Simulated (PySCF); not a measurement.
PySCF input (PBE0/6-31+G*):

```python
import numpy as np, basis_set_exchange as bse
from pyscf import gto, scf, dft, df
from pyscf.prop.nmr import rks as nmr

basis = {'F': gto.basis.parse(bse.get_basis('6-31+G*', elements=['F'], fmt='nwchem')), 'Si': gto.basis.parse(bse.get_basis('6-31+G*', elements=['Si'], fmt='nwchem'))}
mol = gto.M(
    atom='''
    Si   -0.00000000    0.00000000   -0.00000000
    F     0.90266225    0.93537042    0.87570553
    F    -0.88062488   -0.89967856    0.93362490
    F    -0.92886782    0.87391074   -0.91107724
    F     0.90683044   -0.90960260   -0.89825319
    ''',
    basis=basis,
    charge=0,
    verbose=4,
    max_memory=7359,
)
mf = dft.RKS(mol, xc='pbe0')
mf.grids.level = 3
mf.conv_tol = 1e-9
mf.max_cycle = 100
print('smallest overlap eigenvalue', np.linalg.eigvalsh(mol.intor('int1e_ovlp'))[0])
mf.kernel()
dip = mf.dip_moment()
n = nmr.NMR(mf)
n.verbose = 2
n.max_cycle_cphf = 60
sigma = n.kernel()
for i, x in enumerate(sigma):
    print(mol.atom_symbol(i), i + 1, round(x.trace() / 3, 3))
```

Output:

```
PySCF version 2.14.0

[INPUT] verbose = 4
[INPUT] num. atoms = 5
[INPUT] num. electrons = 50
[INPUT] charge = 0
[INPUT] spin (= nelec alpha-beta = 2S) = 0
[INPUT] symmetry False subgroup None
[INPUT] Mole.unit = angstrom
[INPUT] Symbol           X                Y                Z      unit          X                Y                Z       unit  Magmom
[INPUT]  1 Si     0.000000000000   0.000000000000   0.000000000000 AA    0.000000000000   0.000000000000   0.000000000000 Bohr   0.0
[INPUT]  2 F      0.902662250000   0.935370420000   0.875705530000 AA    1.705784435484   1.767593918819   1.654843617467 Bohr   0.0
[INPUT]  3 F     -0.880624880000  -0.899678560000   0.933624900000 AA   -1.664139841678  -1.700146078543   1.764295364074 Bohr   0.0
[INPUT]  4 F     -0.928867820000   0.873910740000  -0.911077240000 AA   -1.755305785722   1.651451955916  -1.721686461925 Bohr   0.0
[INPUT]  5 F      0.906830440000  -0.909602600000  -0.898253190000 AA    1.713661173019  -1.718899796192  -1.697452519617 Bohr   0.0

nuclear repulsion = 270.645420966485
number of shells = 42
number of NR pGTOs = 179
number of NR cGTOs = 94
basis = {'F': [[0, [7001.71309, 0.001819616901], [1051.36609, 0.01391607961], [239.28569, 0.06840532453], [67.3974453, 0.2331857601], [21.5199573, 0.4712674392], [7.4031013, 0.3566185462]], [0, [20.8479528, -0.1085069751], [4.80830834, -0.1464516581], [1.34406986, 1.128688581]], [0, [0.358151393, 1.0]], [0, [0.1076, 1.0]], [1, [20.8479528, 0.07162872424], [4.80830834, 0.3459121027], [1.34406986, 0.7224699564]], [1, [0.358151393, 1.0]], [1, [0.1076, 1.0]], [2, [0.8, 1.0]]], 'Si': [[0, [16115.9, 0.001959480216], [2425.58, 0.01492880164], [553.867, 0.07284780801], [156.34, 0.2461300271], [50.0683, 0.4859140535], [17.0178, 0.3250020358]], [0, [292.718, -0.002780941415], [69.8731, -0.03571461817], [22.3363, -0.1149850585], [8.15039, 0.0935634476], [3.13458, 0.6030173068], [1.22543, 0.4189592131]], [0, [1.72738, -0.2446310042], [0.572922, 0.004315737717], [0.222192, 1.098184508]], [0, [0.0778369, 1.0]], [0, [0.0331, 1.0]], [1, [292.718, 0.004438264521], [69.8731, 0.03266793328], [22.3363, 0.1347211372], [8.15039, 0.3286783348], [3.13458, 0.449640458], [1.22543, 0.2613722662]], [1, [1.72738, -0.01779510605], [0.572922, 0.2535390863], [0.222192, 0.8006692724]], [1, [0.0778369, 1.0]], [1, [0.0331, 1.0]], [2, [0.45, 1.0]]]}
ecp = {}
smallest overlap eigenvalue 0.0002979826159926139

******** <class 'pyscf.dft.rks.RKS'> ********
method = RKS
initial guess = minao
damping factor = 0
level_shift factor = 0
DIIS = <class 'pyscf.scf.diis.CDIIS'>
diis_start_cycle = 1
diis_space = 8
diis_damp = 0
SCF conv_tol = 1e-09
SCF conv_tol_grad = None
SCF max_cycles = 100
direct_scf = True
direct_scf_tol = 1e-13
XC library pyscf.dft.libxc version 7.1.2
    S. Lehtola, C. Steigemann, M. J. T. Oliveira, and M. A. L. Marques,  SoftwareX 7, 1–5 (2018)
XC functionals = pbe0
    C. Adamo and V. Barone,  J. Chem. Phys. 110, 6158 (1999)
    M. Ernzerhof and G. E. Scuseria,  J. Chem. Phys. 110, 5029 (1999)
radial grids:
    Treutler-Ahlrichs [JCP 102, 346 (1995); DOI:10.1063/1.469408] (M4) radial grids

becke partition: Becke, JCP 88, 2547 (1988); DOI:10.1063/1.454033
pruning grids: <function nwchem_prune>
grids dens level: 3
symmetrized grids: False
atomic radii adjust function: <function treutler_atomic_radii_adjust>
small_rho_cutoff = 0
Set gradient conv threshold to 3.16228e-05
Initial guess from minao.
tot grids = 76232
init E= -689.100728255455
  HOMO = -0.527128755578418  LUMO = -0.0518282582650014  gap/eV = 12.93359
cycle= 1 E= -688.505958752251  delta_E= 0.595  |g|= 0.829  |ddm|= 2.22
  HOMO = -0.397357709784897  LUMO = -0.0157833184271281  gap/eV = 10.38317
cycle= 2 E= -688.414692374939  delta_E= 0.0913  |g|= 1.15  |ddm|= 1.36
  HOMO = -0.479434810711828  LUMO = -0.0217298902751057  gap/eV = 12.45479
cycle= 3 E= -688.619123090654  delta_E= -0.204  |g|= 0.0286  |ddm|= 0.744
  HOMO = -0.472974528730883  LUMO = -0.018063088522958  gap/eV = 12.37877
cycle= 4 E= -688.619265026491  delta_E= -0.000142  |g|= 0.00501  |ddm|= 0.0277
  HOMO = -0.473665034706825  LUMO = -0.0184901361957666  gap/eV = 12.38594
cycle= 5 E= -688.619270362032  delta_E= -5.34e-06  |g|= 0.000156  |ddm|= 0.00526
  HOMO = -0.47366350438734  LUMO = -0.0184826760811965  gap/eV = 12.38610
cycle= 6 E= -688.619270368932  delta_E= -6.9e-09  |g|= 2.41e-05  |ddm|= 0.0003
  HOMO = -0.473668008226076  LUMO = -0.0184857974128438  gap/eV = 12.38614
cycle= 7 E= -688.619270369046  delta_E= -1.14e-10  |g|= 3.24e-06  |ddm|= 2.49e-05
  HOMO = -0.473667633602241  LUMO = -0.0184858349109649  gap/eV = 12.38613
Extra cycle  E= -688.619270369038  delta_E= 8.64e-12  |g|= 3.99e-06  |ddm|= 4.98e-06
converged SCF energy = -688.619270369038
Dipole moment(X, Y, Z, Debye): -0.00000,  0.00000, -0.00000
Si 1 496.358
F 2 353.383
F 3 353.383
F 4 353.383
F 5 353.383
```
